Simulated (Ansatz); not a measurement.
[AlMeH3]- (CH₆Al⁻), relaxed as a singlet with RKS B3LYP-D4/def2-TZVPD in Ansatz, starting from the GFN2-xTB geometry. Force threshold 0.02 eV/Å.

Start:

```xyz
8

Al   -0.7824    0.3197   -0.5089
C     0.8416   -0.3456    0.5491
H     0.5809   -0.8293    1.5022
H     1.5466    0.4558    0.8178
H     1.4464   -1.0884    0.0072
H    -0.2766    1.0830   -1.8519
H    -1.6400    1.3495    0.4079
H    -1.7165   -0.9446   -0.9234
```

```json
{"step": "1", "energy (eV)": "-7734.4334", "largest force component (eV/Å)": "0.411", "SCF passes": "14"}
{"step": "2", "energy (eV)": "-7734.4480", "largest force component (eV/Å)": "0.146", "SCF passes": "19"}
{"step": "3", "energy (eV)": "-7734.4495", "largest force component (eV/Å)": "0.051", "SCF passes": "18"}
{"step": "4", "energy (eV)": "-7734.4495", "largest force component (eV/Å)": "0.008", "SCF passes": "19"}
```

Force components are those of the run's own axes.

End:

```xyz
8

Al   -0.761    0.312   -0.496
C     0.847   -0.347    0.552
H     0.550   -0.849    1.482
H     1.517    0.477    0.830
H     1.443   -1.066   -0.026
H    -0.256    1.068   -1.865
H    -1.623    1.368    0.423
H    -1.717   -0.964   -0.900
```

By distances, no bond broke or formed. The bond that changes most is Al1–H7, from 1.62 to 1.64 Å (atoms count from 1).

No frequencies were taken in this run, so the end may be a saddle point.

Run time 3.5 s (4 threads of Arm Neoverse V1 on a shared host).
